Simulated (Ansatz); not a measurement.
A calculation with Ansatz (development build ahead of 0.2.0).

```yaml
crystal:
  periodic: [false, false, false]
  atoms:
    - { symbol: "N", position_ang: [0.0, 0.0, 0.6859] }
    - { symbol: "N", position_ang: [0.0, 0.0, -0.6859] }
    - { symbol: S, position_ang: [0.0, 0.0, 2.386] }
    - { symbol: S, position_ang: [0.0, 0.0, -2.386] }
basis:
  gaussian: { orbitals: pcseg-2 }
hamiltonian:
  xc: r2scan
```

The input is written out in the form of the current development build from the run's settings.

Results

- Converged: yes
- Total energy: -905.69751 hartree
- Spin squared of the determinant: 0.000
- Stability test: minimum among restricted orbitals
